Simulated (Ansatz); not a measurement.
The inner images of a band of CHClF₂O (6 atoms, charge 0, multiplicity 1) are given out of order.

Computed with RKS B3LYP/def2-SVP (Ansatz 0.2.0).

Image 0:

```xyz
6
Properties=species:S:1:pos:R:3
O 0.110 0.330 1.045
C 0.025 0.013 -0.260
F -1.240 -0.292 -0.614
F 0.764 -1.076 -0.553
Cl 0.593 1.388 -1.228
H -0.211 -0.427 1.564
```

Image 6:

```xyz
6
Properties=species:S:1:pos:R:3
O 0.199 -0.227 1.082
C 0.061 -0.184 -0.254
F -1.189 -0.501 -0.641
F 0.894 -1.070 -0.783
Cl 0.425 1.455 -0.938
H -0.347 0.463 1.487
```

Problem. Put them in order from the first end to the last, with their energies above the first end.
A.
```xyz
6
Properties=species:S:1:pos:R:3
O 0.319 0.088 1.063
C 0.097 -0.061 -0.256
F -1.181 -0.431 -0.480
F 0.887 -1.016 -0.760
Cl 0.423 1.456 -1.157
H -0.502 -0.100 1.542
```
B.
```xyz
6
Properties=species:S:1:pos:R:3
O 0.193 0.284 1.048
C 0.058 -0.006 -0.258
F -1.217 -0.341 -0.547
F 0.813 -1.061 -0.623
Cl 0.538 1.405 -1.225
H -0.343 -0.345 1.558
```
C.
```xyz
6
Properties=species:S:1:pos:R:3
O 0.331 -0.047 1.067
C 0.101 -0.099 -0.257
F -1.168 -0.483 -0.504
F 0.926 -0.987 -0.807
Cl 0.362 1.486 -1.079
H -0.510 0.065 1.534
```
D.
```xyz
6
Properties=species:S:1:pos:R:3
O 0.268 0.202 1.056
C 0.083 -0.032 -0.257
F -1.197 -0.385 -0.497
F 0.852 -1.043 -0.696
Cl 0.480 1.428 -1.202
H -0.443 -0.234 1.550
```
E.
```xyz
6
Properties=species:S:1:pos:R:3
O 0.303 -0.158 1.068
C 0.093 -0.135 -0.259
F -1.155 -0.547 -0.561
F 0.962 -0.961 -0.830
Cl 0.301 1.509 -0.987
H -0.461 0.228 1.522
```

Solution. B (+0.010 eV), D (+0.032 eV), A (+0.043 eV), C (+0.024 eV), E (-0.008 eV).

The run took 4.1 min on 1 CPU thread of a shared host.
